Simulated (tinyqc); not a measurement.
Inside a calculation (part 2 of 2). Method: UKS/exchange-only LDA in the sto-6g basis, for BH2, spin multiplicity 2. Computed by tinyqc, a small Python program that keeps every step (integrals from PySCF). Command: `OMP_NUM_THREADS=1 python tinyqc.py 26473 26474 out.jsonl` (the two numbers bound the seeds that draw the settings). One thread of a shared host (Intel(R) Xeon(R) Processor @ 2.60GHz), about 3 s of CPU time with the checks.

Geometry (angstrom):

| atom | x | y | z |
|---|---|---|---|
| B | 0.000000 | 0.000000 | 0.000000 |
| H | 0.000000 | 1.201000 | 0.693000 |
| H | 0.000000 | -1.201000 | 0.693000 |

## Iteration 1: diagonalisation and new density

F(alpha) (hartree):
```
            1B 1s      1B 2s    1B 2px     1B 2py     1B 2pz      2H 1s      3H 1s
1B 1s   -6.138028  -1.811867  0.000000   0.000000  -0.001309  -0.304846  -0.304846
1B 2s   -1.811867  -0.720683  0.000000   0.000000  -0.032591  -0.275565  -0.275565
1B 2px   0.000000   0.000000  0.059289   0.000000   0.000000   0.000000   0.000000
1B 2py   0.000000   0.000000  0.000000  -0.006569   0.000000  -0.156981   0.156981
1B 2pz  -0.001309  -0.032591  0.000000   0.000000   0.037331  -0.093436  -0.093436
2H 1s   -0.304846  -0.275565  0.000000  -0.156981  -0.093436  -0.148310  -0.056990
3H 1s   -0.304846  -0.275565  0.000000   0.156981  -0.093436  -0.056990  -0.148310
```

F(beta) (hartree):
```
            1B 1s      1B 2s    1B 2px     1B 2py     1B 2pz      2H 1s      3H 1s
1B 1s   -5.973857  -1.789127  0.000000   0.000000  -0.001299  -0.300761  -0.300761
1B 2s   -1.789127  -0.682734  0.000000   0.000000  -0.031358  -0.262175  -0.262175
1B 2px   0.000000   0.000000  0.096108   0.000000   0.000000   0.000000   0.000000
1B 2py   0.000000   0.000000  0.000000   0.032796   0.000000  -0.144178   0.144178
1B 2pz  -0.001299  -0.031358  0.000000   0.000000   0.074995  -0.085940  -0.085940
2H 1s   -0.300761  -0.262175  0.000000  -0.144178  -0.085940  -0.111576  -0.054990
3H 1s   -0.300761  -0.262175  0.000000   0.144178  -0.085940  -0.054990  -0.111576
```

X:
```
            1B 1s      1B 2s    1B 2px     1B 2py     1B 2pz      2H 1s      3H 1s
1B 1s    1.030014  -0.155668  0.000000   0.000000  -0.009053   0.022969   0.022969
1B 2s   -0.155668   1.177859  0.000000   0.000000   0.080020  -0.244879  -0.244879
1B 2px   0.000000   0.000000  1.000000   0.000000   0.000000   0.000000   0.000000
1B 2py   0.000000   0.000000  0.000000   1.130468   0.000000  -0.231913   0.231913
1B 2pz  -0.009053   0.080020  0.000000   0.000000   1.042662  -0.131133  -0.131133
2H 1s    0.022969  -0.244879  0.000000  -0.231913  -0.131133   1.158961  -0.011156
3H 1s    0.022969  -0.244879  0.000000   0.231913  -0.131133  -0.011156   1.158961
```

Diagonalise F' = X^T F X, C = X C', fill 4 alpha and 3 beta electrons from the bottom; D(s) = C_occ C_occ^T. Each column has its largest component positive (the first on a tie).

F' = X^T F X (alpha) (hartree):
```
           1          2         3          4          5          6          7
1  -5.973552  -1.003556  0.000000   0.000000  -0.015368  -0.021987  -0.021987
2  -1.003556  -0.235875  0.000000   0.000000   0.047025  -0.187599  -0.187599
3   0.000000   0.000000  0.059289   0.000000   0.000000   0.000000   0.000000
4   0.000000   0.000000  0.000000   0.146405   0.000000  -0.198034   0.198034
5  -0.015368   0.047025  0.000000   0.000000   0.086837  -0.110560  -0.110560
6  -0.021987  -0.187599  0.000000  -0.198034  -0.110560   0.026537  -0.018120
7  -0.021987  -0.187599  0.000000   0.198034  -0.110560  -0.018120   0.026537
```

orbital energies (alpha) (hartree): MO1 -6.144947, MO2 -0.299443, MO3 -0.189114, MO4 0.002698, MO5 0.059289, MO6 0.327519, MO7 0.380177

coefficients C (alpha):
```
              MO1        MO2        MO3        MO4       MO5        MO6        MO7
1B 1s    0.989545  -0.219103   0.000000   0.158184  0.000000  -0.184582   0.000000
1B 2s    0.040244   0.618658   0.000000  -0.619522  0.000000   0.877355   0.000000
1B 2px   0.000000   0.000000   0.000000   0.000000  1.000000   0.000000   0.000000
1B 2py   0.000000   0.000000   0.472629   0.000000  0.000000   0.000000   1.078029
1B 2pz   0.003775   0.124462   0.000000   0.763046  0.000000   0.728202   0.000000
2H 1s   -0.008729   0.355370   0.486581   0.246865  0.000000  -0.741021  -0.708243
3H 1s   -0.008729   0.355370  -0.486581   0.246865  0.000000  -0.741021   0.708243
```

F' = X^T F X (beta) (hartree):
```
           1          2         3          4          5          6          7
1  -5.805514  -1.009471  0.000000   0.000000  -0.016377  -0.019214  -0.019214
2  -1.009471  -0.197881  0.000000   0.000000   0.048996  -0.189043  -0.189043
3   0.000000   0.000000  0.096108   0.000000   0.000000   0.000000   0.000000
4   0.000000   0.000000  0.000000   0.187022   0.000000  -0.199468   0.199468
5  -0.016377   0.048996  0.000000   0.000000   0.124902  -0.111301  -0.111301
6  -0.019214  -0.189043  0.000000  -0.199468  -0.111301   0.064264  -0.018288
7  -0.019214  -0.189043  0.000000   0.199468  -0.111301  -0.018288   0.064264
```

orbital energies (beta) (hartree): MO1 -5.982595, MO2 -0.260784, MO3 -0.152098, MO4 0.040523, MO5 0.096108, MO6 0.370339, MO7 0.421672

coefficients C (beta):
```
              MO1        MO2        MO3        MO4       MO5        MO6        MO7
1B 1s    0.988047  -0.220487   0.000000   0.160384  0.000000  -0.189009   0.000000
1B 2s    0.045695   0.611030   0.000000  -0.617655  0.000000   0.883728   0.000000
1B 2px   0.000000   0.000000   0.000000   0.000000  1.000000   0.000000   0.000000
1B 2py   0.000000   0.000000   0.470793   0.000000  0.000000   0.000000   1.078832
1B 2pz   0.004269   0.123999   0.000000   0.766240  0.000000   0.724917   0.000000
2H 1s   -0.009964   0.360461   0.487786   0.241419  0.000000  -0.740340  -0.707414
3H 1s   -0.009964   0.360461  -0.487786   0.241419  0.000000  -0.740340   0.707414
```

D(alpha) after iteration 1:
```
            1B 1s      1B 2s    1B 2px     1B 2py     1B 2pz      2H 1s      3H 1s
1B 1s    1.052228  -0.193726  0.000000   0.000000   0.097168  -0.047450  -0.047450
1B 2s   -0.193726   0.768166  0.000000   0.000000  -0.395572   0.066563   0.066563
1B 2px   0.000000   0.000000  0.000000   0.000000   0.000000   0.000000   0.000000
1B 2py   0.000000   0.000000  0.000000   0.223378   0.000000   0.229972  -0.229972
1B 2pz   0.097168  -0.395572  0.000000   0.000000   0.597744   0.232567   0.232567
2H 1s   -0.047450   0.066563  0.000000   0.229972   0.232567   0.424067  -0.049455
3H 1s   -0.047450   0.066563  0.000000  -0.229972   0.232567  -0.049455   0.424067
```

D(beta) after iteration 1:
```
            1B 1s      1B 2s    1B 2px     1B 2py     1B 2pz      2H 1s      3H 1s
1B 1s    1.024851  -0.089575  0.000000   0.000000  -0.023122  -0.089322  -0.089322
1B 2s   -0.089575   0.375446  0.000000   0.000000   0.075962   0.219797   0.219797
1B 2px   0.000000   0.000000  0.000000   0.000000   0.000000   0.000000   0.000000
1B 2py   0.000000   0.000000  0.000000   0.221646   0.000000   0.229646  -0.229646
1B 2pz  -0.023122   0.075962  0.000000   0.000000   0.015394   0.044654   0.044654
2H 1s   -0.089322   0.219797  0.000000   0.229646   0.044654   0.367966  -0.107904
3H 1s   -0.089322   0.219797  0.000000  -0.229646   0.044654  -0.107904   0.367966
```

## Iteration 2: exchange-correlation on the grid

Becke grid with 40 radial and 86 angular points per atom, points of zero weight dropped. rho = sum D_ij phi_i phi_j; V_xc,ij = sum w v_xc phi_i phi_j; v_xc is d(rho eps)/d rho(s) for spin s.

The 16 grid points with the largest w rho, of 10308 (bohr, atomic units):

| x | y | z | w | rho(alpha) | rho(beta) | eps_xc | v_xc(alpha) |
|---|---|---|---|---|---|---|---|
| 0.000000 | 1.302502 | 0.525651 | 0.048031 | 0.066209 | 0.065375 | -0.375655 | -0.501925 |
| 0.000000 | -1.302502 | 0.525651 | 0.048031 | 0.066209 | 0.065375 | -0.375655 | -0.501925 |
| 0.000000 | -1.512789 | 0.610516 | 0.045283 | 0.069165 | 0.067584 | -0.380516 | -0.509287 |
| 0.000000 | 1.512789 | 0.610516 | 0.045283 | 0.069165 | 0.067584 | -0.380516 | -0.509287 |
| 0.308426 | -1.132725 | 1.132725 | 0.056461 | 0.057528 | 0.050303 | -0.351884 | -0.478955 |
| -0.308426 | -1.132725 | 1.132725 | 0.056461 | 0.057528 | 0.050303 | -0.351884 | -0.478955 |
| -0.308426 | 1.132725 | 1.132725 | 0.056461 | 0.057528 | 0.050303 | -0.351884 | -0.478955 |
| 0.308426 | 1.132725 | 1.132725 | 0.056461 | 0.057528 | 0.050303 | -0.351884 | -0.478955 |
| 0.000000 | 1.631337 | 0.000000 | 0.069616 | 0.044475 | 0.042266 | -0.326981 | -0.439580 |
| 0.000000 | -1.631337 | 0.000000 | 0.069616 | 0.044475 | 0.042266 | -0.326981 | -0.439580 |
| 0.000000 | 0.000000 | -1.631337 | 0.092248 | 0.061565 | 0.003110 | -0.356290 | -0.489905 |
| 0.000000 | 0.610516 | -1.512789 | 0.094388 | 0.057670 | 0.005284 | -0.342939 | -0.479349 |
| 0.000000 | -0.610516 | -1.512789 | 0.094388 | 0.057670 | 0.005284 | -0.342939 | -0.479349 |
| -0.265553 | -0.975269 | 0.975269 | 0.052103 | 0.059721 | 0.052168 | -0.356249 | -0.484964 |
| 0.265553 | -0.975269 | 0.975269 | 0.052103 | 0.059721 | 0.052168 | -0.356249 | -0.484964 |
| 0.265553 | 0.975269 | 0.975269 | 0.052103 | 0.059721 | 0.052168 | -0.356249 | -0.484964 |

electrons on the grid, sum of w rho = 7.000085

E_xc = sum of w rho eps_xc = -4.05761941 hartree

V_xc(alpha) (hartree):
```
            1B 1s      1B 2s     1B 2px     1B 2py     1B 2pz      2H 1s      3H 1s
1B 1s   -1.710769  -0.240814   0.000000   0.000000   0.005096  -0.042971  -0.042971
1B 2s   -0.240814  -0.416148   0.000000   0.000000   0.015053  -0.146261  -0.146261
1B 2px   0.000000   0.000000  -0.373771   0.000000   0.000000   0.000000   0.000000
1B 2py   0.000000   0.000000   0.000000  -0.437229   0.000000  -0.141604   0.141604
1B 2pz   0.005096   0.015053   0.000000   0.000000  -0.437439  -0.079472  -0.079472
2H 1s   -0.042971  -0.146261   0.000000  -0.141604  -0.079472  -0.400824  -0.021719
3H 1s   -0.042971  -0.146261   0.000000   0.141604  -0.079472  -0.021719  -0.400824
```

V_xc(beta) (hartree):
```
            1B 1s      1B 2s     1B 2px     1B 2py     1B 2pz      2H 1s      3H 1s
1B 1s   -1.689811  -0.227102   0.000000   0.000000  -0.004328  -0.041276  -0.041276
1B 2s   -0.227102  -0.343768   0.000000   0.000000  -0.047453  -0.134981  -0.134981
1B 2px   0.000000   0.000000  -0.314738   0.000000   0.000000   0.000000   0.000000
1B 2py   0.000000   0.000000   0.000000  -0.390922   0.000000  -0.134809   0.134809
1B 2pz  -0.004328  -0.047453   0.000000   0.000000  -0.325649  -0.081073  -0.081073
2H 1s   -0.041276  -0.134981   0.000000  -0.134809  -0.081073  -0.386033  -0.020194
3H 1s   -0.041276  -0.134981   0.000000   0.134809  -0.081073  -0.020194  -0.386033
```

## Iteration 2: building the Kohn-Sham matrix

core Hamiltonian H = T + V (hartree):
```
             1B 1s      1B 2s     1B 2px     1B 2py     1B 2pz      2H 1s      3H 1s
1B 1s   -13.207752  -3.280254   0.000000   0.000000  -0.014383  -0.553469  -0.553469
1B 2s    -3.280254  -4.126390   0.000000   0.000000  -0.128848  -1.396801  -1.396801
1B 2px    0.000000   0.000000  -3.315533   0.000000   0.000000   0.000000   0.000000
1B 2py    0.000000   0.000000   0.000000  -3.450928   0.000000  -1.167209   1.167209
1B 2pz   -0.014383  -0.128848   0.000000   0.000000  -3.360613  -0.693562  -0.693562
2H 1s    -0.553469  -1.396801   0.000000  -1.167209  -0.693562  -2.587296  -0.232663
3H 1s    -0.553469  -1.396801   0.000000   1.167209  -0.693562  -0.232663  -2.587296
```

nuclear repulsion = 4.03668169 hartree

Given earlier and not repeated: Two-electron integrals (ij|kl) in chemists' order.

J_ij = sum D_kl (ij|kl) with D = D(alpha) + D(beta); F = H + J + V_xc; E = tr D H + tr D J / 2 + E_xc + E_nn.

Coulomb J (hartree):
```
           1B 1s     1B 2s    1B 2px     1B 2py    1B 2pz     2H 1s      3H 1s
1B 1s   8.667221  1.683370  0.000000   0.000000  0.008998  0.287495   0.287495
1B 2s   1.683370  3.774952  0.000000   0.000000  0.101019  1.265502   1.265502
1B 2px  0.000000  0.000000  3.693842   0.000000  0.000000  0.000000   0.000000
1B 2py  0.000000  0.000000  0.000000   3.854338  0.000000  1.156688  -1.156688
1B 2pz  0.008998  0.101019  0.000000   0.000000  3.776672  0.682860   0.682860
2H 1s   0.287495  1.265502  0.000000   1.156688  0.682860  2.872351   0.197016
3H 1s   0.287495  1.265502  0.000000  -1.156688  0.682860  0.197016   2.872351
```

F(alpha) (hartree):
```
            1B 1s      1B 2s    1B 2px     1B 2py     1B 2pz      2H 1s      3H 1s
1B 1s   -6.251301  -1.837699  0.000000   0.000000  -0.000289  -0.308945  -0.308945
1B 2s   -1.837699  -0.767587  0.000000   0.000000  -0.012776  -0.277559  -0.277559
1B 2px   0.000000   0.000000  0.004539   0.000000   0.000000   0.000000   0.000000
1B 2py   0.000000   0.000000  0.000000  -0.033819   0.000000  -0.152125   0.152125
1B 2pz  -0.000289  -0.012776  0.000000   0.000000  -0.021379  -0.090174  -0.090174
2H 1s   -0.308945  -0.277559  0.000000  -0.152125  -0.090174  -0.115769  -0.057367
3H 1s   -0.308945  -0.277559  0.000000   0.152125  -0.090174  -0.057367  -0.115769
```

F(beta) (hartree):
```
            1B 1s      1B 2s    1B 2px     1B 2py     1B 2pz      2H 1s      3H 1s
1B 1s   -6.230343  -1.823987  0.000000   0.000000  -0.009712  -0.307250  -0.307250
1B 2s   -1.823987  -0.695206  0.000000   0.000000  -0.075282  -0.266279  -0.266279
1B 2px   0.000000   0.000000  0.063572   0.000000   0.000000   0.000000   0.000000
1B 2py   0.000000   0.000000  0.000000   0.012488   0.000000  -0.145330   0.145330
1B 2pz  -0.009712  -0.075282  0.000000   0.000000   0.090411  -0.091775  -0.091775
2H 1s   -0.307250  -0.266279  0.000000  -0.145330  -0.091775  -0.100978  -0.055841
3H 1s   -0.307250  -0.266279  0.000000   0.145330  -0.091775  -0.055841  -0.100978
```

total energy of this density = -25.06951960 hartree

## Iteration 2: diagonalisation and new density

As before.

F' = X^T F X (alpha) (hartree):
```
           1          2         3          4          5          6          7
1  -6.086874  -1.007586  0.000000   0.000000  -0.016482  -0.023284  -0.023284
2  -1.007586  -0.285607  0.000000   0.000000   0.063280  -0.188847  -0.188847
3   0.000000   0.000000  0.004539   0.000000   0.000000   0.000000   0.000000
4   0.000000   0.000000  0.000000   0.110029   0.000000  -0.192877   0.192877
5  -0.016482   0.063280  0.000000   0.000000   0.025413  -0.108006  -0.108006
6  -0.023284  -0.188847  0.000000  -0.192877  -0.108006   0.063757  -0.017768
7  -0.023284  -0.188847  0.000000   0.192877  -0.108006  -0.017768   0.063757
```

orbital energies (alpha) (hartree): MO1 -6.257842, MO2 -0.309641, MO3 -0.177364, MO4 -0.057740, MO5 0.004539, MO6 0.324144, MO7 0.368918

coefficients C (alpha):
```
              MO1        MO2        MO3        MO4       MO5        MO6        MO7
1B 1s    0.989904  -0.241303   0.000000   0.124115  0.000000  -0.180988   0.000000
1B 2s    0.038928   0.717936   0.000000  -0.499531  0.000000   0.878316   0.000000
1B 2px   0.000000   0.000000   0.000000   0.000000  1.000000   0.000000   0.000000
1B 2py   0.000000   0.000000   0.540341   0.000000  0.000000   0.000000   1.045732
1B 2pz   0.003410   0.083739   0.000000   0.817192  0.000000   0.673197   0.000000
2H 1s   -0.008434   0.293423   0.440476   0.230748  0.000000  -0.772661  -0.737801
3H 1s   -0.008434   0.293423  -0.440476   0.230748  0.000000  -0.772661   0.737801
```

F' = X^T F X (beta) (hartree):
```
           1          2         3          4          5          6          7
1  -6.067257  -1.006269  0.000000   0.000000  -0.017551  -0.023224  -0.023224
2  -1.006269  -0.211216  0.000000   0.000000   0.001562  -0.187964  -0.187964
3   0.000000   0.000000  0.063572   0.000000   0.000000   0.000000   0.000000
4   0.000000   0.000000  0.000000   0.163508   0.000000  -0.198897   0.198897
5  -0.017551   0.001562  0.000000   0.000000   0.138108  -0.110974  -0.110974
6  -0.023224  -0.187964  0.000000  -0.198897  -0.110974   0.078781  -0.018511
7  -0.023224  -0.187964  0.000000   0.198897  -0.110974  -0.018511   0.078781
```

orbital energies (beta) (hartree): MO1 -6.236324, MO2 -0.276673, MO3 -0.152824, MO4 0.063572, MO5 0.083304, MO6 0.349598, MO7 0.413625

coefficients C (beta):
```
              MO1        MO2        MO3       MO4        MO5        MO6        MO7
1B 1s    0.990419  -0.221326   0.000000  0.000000   0.163630  -0.172072   0.000000
1B 2s    0.037129   0.642121   0.000000  0.000000  -0.644272   0.842101   0.000000
1B 2px   0.000000   0.000000   0.000000  1.000000   0.000000   0.000000   0.000000
1B 2py   0.000000   0.000000   0.506096  0.000000   0.000000   0.000000   1.062728
1B 2pz   0.005135   0.186203   0.000000  0.000000   0.754462   0.723954   0.000000
2H 1s   -0.008306   0.324984   0.464204  0.000000   0.239479  -0.757222  -0.723107
3H 1s   -0.008306   0.324984  -0.464204  0.000000   0.239479  -0.757222   0.723107
```

D(alpha) after iteration 2:
```
            1B 1s      1B 2s    1B 2px     1B 2py     1B 2pz      2H 1s      3H 1s
1B 1s    1.053541  -0.196705  0.000000   0.000000   0.084596  -0.050514  -0.050514
1B 2s   -0.196705   0.766479  0.000000   0.000000  -0.347961   0.095065   0.095065
1B 2px   0.000000   0.000000  0.000000   0.000000   0.000000   0.000000   0.000000
1B 2py   0.000000   0.000000  0.000000   0.291968   0.000000   0.238007  -0.238007
1B 2pz   0.084596  -0.347961  0.000000   0.000000   0.674827   0.213107   0.213107
2H 1s   -0.050514   0.095065  0.000000   0.238007   0.213107   0.333432  -0.054607
3H 1s   -0.050514   0.095065  0.000000  -0.238007   0.213107  -0.054607   0.333432
```

D(beta) after iteration 2:
```
            1B 1s      1B 2s    1B 2px     1B 2py     1B 2pz      2H 1s      3H 1s
1B 1s    1.029914  -0.105345  0.000000   0.000000  -0.036126  -0.080154  -0.080154
1B 2s   -0.105345   0.413698  0.000000   0.000000   0.119755   0.208370   0.208370
1B 2px   0.000000   0.000000  0.000000   0.000000   0.000000   0.000000   0.000000
1B 2py   0.000000   0.000000  0.000000   0.256133   0.000000   0.234932  -0.234932
1B 2pz  -0.036126   0.119755  0.000000   0.000000   0.034698   0.060470   0.060470
2H 1s   -0.080154   0.208370  0.000000   0.234932   0.060470   0.321169  -0.109802
3H 1s   -0.080154   0.208370  0.000000  -0.234932   0.060470  -0.109802   0.321169
```

## Convergence

Stop when the energy changes by less than 1e-10 hartree and every element of the error matrix X^T (F D S - S D F) X (for each spin) is below 3e-06.

Course of the cycle:

| iteration | E (hartree) | change | largest element of the error matrix |
|---|---|---|---|
| 1 | -25.03076684 | - | 2.46e-01 |
| 2 | -25.06951960 | -3.88e-02 | 2.53e-02 |
| 3 | -25.07157257 | -2.05e-03 | 2.27e-02 |
| 4 | -25.07161282 | -4.02e-05 | 2.27e-02 |
| 5 | -25.07150894 | 1.04e-04 | 2.26e-02 |
| 6 | -25.07145660 | 5.23e-05 | 2.28e-02 |
| 7 | -25.07133674 | 1.20e-04 | 2.34e-02 |
| 8 | -25.07128200 | 5.47e-05 | 2.33e-02 |
| 9 | -25.07115569 | 1.26e-04 | 2.41e-02 |
| 10 | -25.07109975 | 5.59e-05 | 2.38e-02 |
| 11 | -25.07096684 | 1.33e-04 | 2.47e-02 |
| 12 | -25.07090979 | 5.70e-05 | 2.44e-02 |
| 13 | -25.07077000 | 1.40e-04 | 2.53e-02 |
| 14 | -25.07071194 | 5.81e-05 | 2.50e-02 |
| ... | ... | ... | ... |
| 38 | -25.06768011 | 5.54e-05 | 3.27e-02 |
| 39 | -25.06742499 | 2.55e-04 | 3.41e-02 |
| 40 | -25.06737164 | 5.34e-05 | 3.34e-02 |
| 41 | -25.06710578 | 2.66e-04 | 3.49e-02 |
| 42 | -25.06705492 | 5.09e-05 | 3.41e-02 |
| 43 | -25.06677810 | 2.77e-04 | 3.56e-02 |
| 44 | -25.06673014 | 4.80e-05 | 3.48e-02 |
| 45 | -25.06644216 | 2.88e-04 | 3.63e-02 |
| 46 | -25.06639754 | 4.46e-05 | 3.55e-02 |
| 47 | -25.06609820 | 2.99e-04 | 3.71e-02 |
| 48 | -25.06605738 | 4.08e-05 | 3.61e-02 |
| 49 | -25.06574651 | 3.11e-04 | 3.78e-02 |
| 50 | -25.06570998 | 3.65e-05 | 3.68e-02 |
| 51 | -25.06538742 | 3.23e-04 | 3.85e-02 |

PySCF UKS in the same basis, fine grid, after a stability check = -25.07487577 hartree

Not converged within the cap of 51 iterations: the residual wanders without falling. Reruns (cap 100 unless said): DIIS 8: converged in 9; damping 0.5: converged in 31; level shift 0.5: converged in 26; atomic densities as start, DIIS 8: converged in 9; the original settings with a cap of 400: not converged.
